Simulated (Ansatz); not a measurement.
Results of LDA (Ansatz, an electronic-structure program, PAW) for rock-salt HfN.

Run with plane-wave cutoff 520 eV, 16×16×16 k mesh, Fermi–Dirac smearing 0.1 eV, perturbation theory, scalar-relativistic PAW data made under PBE.

Cell (relaxed at this level):

```
CELL_PARAMETERS angstrom
      0.00000     2.23387     2.23387
      2.23387     0.00000     2.23387
      2.23387     2.23387     0.00000
ATOMIC_POSITIONS crystal
  Hf 0.00000 0.00000 0.00000
  N  0.50000 0.50000 0.50000
```

Q: Estimate the zone-centre TO phonon frequency that the calculation returns.

A: 
zone-centre TO phonon frequency: 515 cm⁻¹

Spin–orbit coupling is not included.

It cost roughly 27 core-minutes of CPU time.
